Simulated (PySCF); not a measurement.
Structure problem from calculated spectra and properties.

Elements present: C, Cl, F and H. Monoisotopic mass: 149.9206 u.

| Property | Result |
| --- | --- |
| NMR, other nuclei | isotropic shieldings of nuclei other than C and H, by class: 389 (1 F), 506 (3 Cl) ppm [GIAO PBE0/pcSseg-1] |
| Triplet | lowest triplet excitation (Tamm–Dancoff): 5.79 eV [TDA PBE0/def2-SVPD] |
| Polarisability | 67.9 au [PBE0/def2-SVPD] |
| UV, strongest line | among the 6 lowest singlet transitions: S3 at 6.91 eV (180 nm, f = 0.017) [TDDFT PBE0/def2-SVPD] |
| Rotational structure | rotational constants A, B, C: 1.908, 1.559, 1.423 GHz [GFN2-xTB] |
| 13C NMR | chemical shifts (computed TMS as zero) by class: 120.6 (1 C), 94.9 (1 C) ppm [GIAO PBE0/pcSseg-1] |
| Dipole | 1.60 D [PBE0/def2-SVPD] |
| 1H NMR | chemical shifts (computed TMS as zero) by class: 4.88 (2 H) ppm [GIAO PBE0/pcSseg-1] |
| UV, first state | lowest singlet excitation: 6.39 eV (194 nm, f = 0.000) [TDDFT PBE0/def2-SVPD] |

Electronic properties: PySCF, gas phase, density fitting. Levels stand in brackets. Isolated species at its GFN2-xTB geometry, gas phase. Each NMR value is the plain mean over a class of atoms that symmetry, rotation or inversion makes alike.

**Question.** Which formula fits the mass and the elements?

**Answer.** C2H2Cl3F (calculated 149.9206). No other formula that holds each of these elements comes within 0.0003 u with a fitting electron parity and a possible valence count.

**Question.** Propose a structure and show how it fits.

**Answer.** Numbering: `[F:1][CH2:2][C:3]([Cl:4])([Cl:5])[Cl:6]`. Its formula, C2H2Cl3F, gives 0 degrees of unsaturation, so no ring and no π bond. 2 carbons fall into 2 classes; from least to most shielded: CCl3 carbon [C3] (120.6 ppm), sp3 C–F carbon [C2] (94.9 ppm). All hydrogens form one class (4.88 ppm): methylene hydrogen. The other shieldings belong to: 389 ppm, alkyl fluorine [F1]; 506 ppm, chlorine of a CCl3 group [Cl4/Cl5/Cl6]. S1 is mainly HOMO→LUMO (weight 0.97); the largest Löwdin shares of the orbital it empties are 0.36 on each of 2 atoms of one kind (chlorine of a CCl3 group) and 0.27 on a chlorine of a CCl3 group, of the orbital it fills 0.27 on a chlorine of a CCl3 group, 0.25 on the CCl3 carbon and 0.23 on each of 2 atoms of one kind (chlorine of a CCl3 group). The optimised geometry has point group Cs and is an asymmetric top. Structure: 1,1,1-trichloro-2-fluoroethane, `FCC(Cl)(Cl)Cl`. The assignments are read from this structure; whether some other isomer fits the data as well wasn't checked. NMR values of atoms bound to several Cl lack the spin–orbit term that these neighbours bring.

Shape of the structure used: `[F:1][CH2:2][C:3]([Cl:4])([Cl:5])[Cl:6]`: F1–C2–C3–Cl4 61°.
